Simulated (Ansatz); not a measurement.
Start from `B[SiH2]B` and change one atom or group to get `B[SiH2]C`.

Ansatz, PBE0-D4/def2-TZVP geometries, multiplicity 1. 

```csv
property,`B[SiH2]B`
size of the dipole moment (B3LYP/def2-TZVPP) / D,0.14
LUMO energy (PBE/def2-TZVPP) / eV,-4.01
LUMO energy (B3LYP/def2-TZVPP) / eV,-3.22
LUMO energy (PBE0/def2-TZVPP) / eV,-3.05
LUMO energy (ωB97M-V/def2-TZVPP) / eV,-1.11
HOMO energy (B3LYP/def2-TZVPP) / eV,-7.77
```

What does the change do to each property? (Best estimate.)

Computed: 
```csv
property,`B[SiH2]C`,shift
size of the dipole moment (B3LYP/def2-TZVPP) / D,0.72,0.58
LUMO energy (PBE/def2-TZVPP) / eV,-3.32,0.69
LUMO energy (B3LYP/def2-TZVPP) / eV,-2.52,0.70
LUMO energy (PBE0/def2-TZVPP) / eV,-2.31,0.74
LUMO energy (ωB97M-V/def2-TZVPP) / eV,-0.36,0.75
HOMO energy (B3LYP/def2-TZVPP) / eV,-7.92,-0.15
```

With PBE0 the HOMO falls by 0.14 eV and the LUMO rises by 0.74 eV, so the gap widens by about 0.88 eV. PBE moves the HOMO by -0.01 eV and ωB97M-V by -0.21 eV. Dipoles are sizes alone; their direction can turn.

B3LYP here is the variant with VWN-RPA as its local correlation; programs differ in this.
